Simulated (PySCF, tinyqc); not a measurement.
Inside a calculation. Method: RHF in the sto-6g basis, for OH-, spin multiplicity 1. The basis has no diffuse functions, so it cannot describe the extra electron: this is an exercise in the method, not the real anion. The lowest restricted solution is unstable here: a spin-polarised one lies 0.0113 hartree lower (PySCF). One step of it, computed by the program tinyqc.

Problem. Iteration 1: diagonalisation and new density. Diagonalise F' = X^T F X, C = X C', fill 5 alpha and 5 beta electrons from the bottom; D = 2 C_occ C_occ^T; the new density keeps 0.2 of the old one (damping). Each column has its largest component positive (the first on a tie).

Fock matrix F (hartree), lower triangle:
```
             1O 1s      1O 2s     1O 2px     1O 2py     1O 2pz     2H 1s
1O 1s   -22.387898
1O 2s    -4.992831  -2.487657
1O 2px    0.195672   0.028385  -0.660158
1O 2py   -0.115093  -0.016696  -0.015463  -0.677352
1O 2pz    0.166405   0.069087   0.021105  -0.012414  -0.657906
2H 1s    -0.267700  -0.240196  -0.006991   0.004112  -0.118283  0.265956
```

X, lower triangle:
```
            1O 1s      1O 2s    1O 2px    1O 2py     1O 2pz     2H 1s
1O 1s    1.021008
1O 2s   -0.120718   1.029831
1O 2px   0.000000   0.000000  1.000000
1O 2py   0.000000   0.000000  0.000000  1.000000
1O 2pz  -0.001092   0.008813  0.000000  0.000000   1.008652
2H 1s    0.008178  -0.077957  0.000000  0.000000  -0.076855  1.017320
```

D at the start, lower triangle:
```
            1O 1s      1O 2s     1O 2px     1O 2py     1O 2pz     2H 1s
1O 1s    0.426179
1O 2s   -0.681745   2.142218
1O 2px  -0.371421  -0.040773   1.918275
1O 2py   0.218468   0.023982   0.048070   1.971725
1O 2pz  -0.341615   0.011535  -0.073447   0.043201   1.980721
2H 1s    0.391835  -0.285240   0.074703  -0.043940  -0.245669  2.025697
```

overlap S, lower triangle:
```
           1O 1s     1O 2s    1O 2px    1O 2py    1O 2pz     2H 1s
1O 1s   1.000000
1O 2s   0.231145  1.000000
1O 2px  0.000000  0.000000  1.000000
1O 2py  0.000000  0.000000  0.000000  1.000000
1O 2pz  0.000000  0.000000  0.000000  0.000000  1.000000
2H 1s   0.010611  0.148241  0.000000  0.000000  0.149383  1.000000
```

Give: F' = X^T F X; orbital energies; coefficients C; D after iteration 1.

Solution.

F' = X^T F X (hartree), lower triangle:
```
          1        2        3        4        5       6
1  -22.1482
2   -2.2354  -1.6870
3    0.1963   0.0063  -0.6602
4   -0.1154  -0.0037  -0.0155  -0.6774
5    0.1633   0.0587   0.0219  -0.0129  -0.6484
6   -0.0665  -0.1137  -0.0093   0.0055  -0.0980  0.3139
```

orbital energies (hartree): MO1 -22.3935, MO2 -1.4539, MO3 -0.6864, MO4 -0.6776, MO5 -0.6268, MO6 0.3311

coefficients C:
```
            MO1      MO2     MO3      MO4      MO5      MO6
1O 1s    1.0021  -0.2288  0.0000  -0.0117   0.0111   0.0180
1O 2s   -0.0098   1.0290  0.0000   0.0474   0.0061  -0.1419
1O 2px  -0.0090   0.0203  0.5070  -0.5620   0.6531  -0.0117
1O 2py   0.0053  -0.0119  0.8619   0.3306  -0.3841   0.0069
1O 2pz  -0.0082  -0.0402  0.0000   0.7548   0.6475  -0.1807
2H 1s    0.0038  -0.0164  0.0000   0.0118   0.0290   1.0226
```

D after iteration 1, lower triangle:
```
          1O 1s    1O 2s   1O 2px   1O 2py   1O 2pz   2H 1s
1O 1s    1.7761
1O 2s   -0.5294   2.1263
1O 2px  -0.0739  -0.0108   1.9834
1O 2py   0.0435   0.0064   0.0097   1.9943
1O 2pz  -0.0694  -0.0002  -0.0181   0.0106   1.9813
2H 1s    0.0908  -0.0829   0.0340  -0.0200  -0.0038  0.4072
```
